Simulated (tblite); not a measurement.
C4H5PS.
SMILES with atom numbers: `[CH3:1][c:2]1[p:3][cH:4][cH:5][s:6]1` (hydrogens: H7, H8, H9 on C1; H10 on C4; H11 on C5)

Computed with GFN2-xTB (tblite), gas phase: L-BFGS steps from a force-field or distance-geometry start until the largest atomic force falls under 0.01 eV/Å.

Step 10: E = -458.2526 eV
```
atom  x, y, z in Å  |  force x, y, z in eV/Å
C1     -2.0609   -0.0363    0.0002    0.014   0.002  -0.005
C2     -0.5707   -0.0963    0.0230    0.069   0.071  -0.039
P3      0.3759   -1.4611    0.4363    0.063  -0.106   0.025
C4      1.9106   -0.6130    0.1898   -0.021   0.056  -0.018
C5      1.8457    0.6783   -0.1999   -0.008   0.015   0.007
S6      0.2817    1.3522   -0.4051    0.024  -0.014   0.007
H7     -2.4331    0.5442    0.8447   -0.025   0.050   0.002
H8     -2.4932   -1.0314    0.0585    0.055  -0.071   0.013
H9     -2.4006    0.4407   -0.9176   -0.068   0.028  -0.004
H10     2.8652   -1.0971    0.3363   -0.101  -0.047   0.015
H11     2.6849    1.3225   -0.3921   -0.002   0.017  -0.003
```

Step 11: E = -458.2535 eV
```
atom  x, y, z in Å  |  force x, y, z in eV/Å
C1     -2.0610   -0.0361    0.0001    0.032  -0.002  -0.002
C2     -0.5691   -0.0957    0.0225    0.035   0.018  -0.022
P3      0.3769   -1.4639    0.4370    0.026   0.007  -0.010
C4      1.9096   -0.6122    0.1895   -0.016   0.011  -0.004
C5      1.8452    0.6788   -0.1998    0.012   0.032   0.001
S6      0.2822    1.3535   -0.4054    0.007  -0.042   0.015
H7     -2.4333    0.5455    0.8453   -0.012   0.022  -0.027
H8     -2.4915   -1.0335    0.0588    0.064  -0.024   0.011
H9     -2.4017    0.4415   -0.9183   -0.055   0.005   0.026
H10     2.8632   -1.0978    0.3365   -0.087  -0.039   0.013
H11     2.6850    1.3226   -0.3921   -0.006   0.011  -0.001
```

Step 12: E = -458.2541 eV
```
atom  x, y, z in Å  |  force x, y, z in eV/Å
C1     -2.0605   -0.0361    0.0000    0.028  -0.003   0.000
C2     -0.5677   -0.0953    0.0218    0.005  -0.019  -0.008
P3      0.3781   -1.4653    0.4372   -0.006   0.063  -0.028
C4      1.9089   -0.6116    0.1893   -0.020   0.008  -0.002
C5      1.8453    0.6797   -0.1998    0.015   0.008   0.006
S6      0.2827    1.3535   -0.4053   -0.004  -0.029   0.011
H7     -2.4338    0.5467    0.8450    0.002  -0.001  -0.041
H8     -2.4894   -1.0350    0.0592    0.069   0.009   0.010
H9     -2.4036    0.4421   -0.9182   -0.039  -0.012   0.041
H10     2.8604   -1.0993    0.3370   -0.053  -0.040   0.013
H11     2.6850    1.3232   -0.3922    0.004   0.016  -0.002
```

Step 13: E = -458.2547 eV
```
atom  x, y, z in Å  |  force x, y, z in eV/Å
C1     -2.0596   -0.0360   -0.0002    0.017  -0.004   0.001
C2     -0.5664   -0.0950    0.0208   -0.025  -0.034   0.001
P3      0.3792   -1.4657    0.4369   -0.037   0.077  -0.033
C4      1.9077   -0.6105    0.1889   -0.010  -0.011   0.005
C5      1.8457    0.6808   -0.1995    0.017   0.003   0.004
S6      0.2831    1.3528   -0.4049   -0.009   0.008  -0.001
H7     -2.4340    0.5481    0.8441    0.014  -0.020  -0.041
H8     -2.4853   -1.0368    0.0598    0.060   0.030   0.010
H9     -2.4063    0.4425   -0.9173   -0.021  -0.029   0.042
H10     2.8563   -1.1016    0.3378   -0.015  -0.038   0.012
H11     2.6852    1.3241   -0.3923    0.009   0.018  -0.001
```

**Question.** Estimate the geometry and energy of step 14. (The exact step hangs on the optimiser's Hessian estimate; all steps are aligned on step 13, rigid shifts and turns removed.)

**Answer.** E = -458.2552 eV, largest force 0.078 eV/Å
```
atom  x, y, z in Å  |  force x, y, z in eV/Å
C1     -2.0584   -0.0360   -0.0003    0.003  -0.003   0.000
C2     -0.5659   -0.0949    0.0197   -0.034  -0.015  -0.001
P3      0.3792   -1.4651    0.4361   -0.051   0.052  -0.027
C4      1.9063   -0.6096    0.1886    0.001  -0.012   0.006
C5      1.8461    0.6820   -0.1993    0.010  -0.010   0.005
S6      0.2830    1.3524   -0.4046   -0.003   0.041  -0.011
H7     -2.4336    0.5490    0.8427    0.017  -0.027  -0.025
H8     -2.4800   -1.0381    0.0607    0.037   0.028   0.012
H9     -2.4089    0.4424   -0.9160   -0.010  -0.036   0.028
H10     2.8519   -1.1044    0.3387    0.018  -0.035   0.012
H11     2.6856    1.3250   -0.3923    0.011   0.018   0.001
```

The energy changes by -0.0005 eV. The first-order estimate −F·Δx gives -0.0007 eV and the mean of the old and new forces, exact on a quadratic surface, -0.0005 eV. The step makes an angle of 57° with the force vector and moves no atom by more than 0.006 Å.

Run on Arm Neoverse V2, one thread, on a shared host.
